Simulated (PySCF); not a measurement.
Spin-rotation constants: `[SiH4]`, H$_{4}$Si

Cartesian coordinates in Å; atom numbers follow the order of the lines, from 1:
```xyz
5

Si   -0.0175    0.0047   -0.0120
H    -0.3567    1.2683   -0.7310
H    -0.7222   -1.1410   -0.6595
H     1.4570   -0.2204   -0.0711
H    -0.4479    0.1118    1.4135
```

Computed, not measured: PySCF, GIAO HSE06/aug-pcSseg-2 magnetisability, rotational g tensor and spin-rotation constants, non-relativistic, gas phase. Geometry: PBE0-D3(BJ)/def2-SVP.

Q: Give the nuclear spin-rotation constants along the inertial axes (H = +C I·J) beside the isotropic shieldings.

A: Rotational constants 84.3982, 84.3722, 84.3649 GHz. A star marks the isotopologue with that one atom substituted, in its own axes.
| atom | isotope | Caa (kHz) | Cbb (kHz) | Ccc (kHz) | mean (kHz) | σ (ppm) |
| --- | --- | --- | --- | --- | --- | --- |
| H2 | 1H | -4.082 | -4.080 | -4.080 | -4.081 | 27.6 |
| H3 | 1H | -4.082 | -4.080 | -4.080 | -4.081 | 27.6 |
| H4 | 1H | -4.082 | -4.080 | -4.080 | -4.081 | 27.6 |
| H5 | 1H | -4.082 | -4.080 | -4.080 | -4.081 | 27.6 |
| Si1 | 29Si* | -44.068 | -44.054 | -44.051 | -44.058 | 443.2 |

Where two moments of inertia are equal or nearly so, the constants along those axes are given as their average.
For the geometry as given, no vibrational averaging.
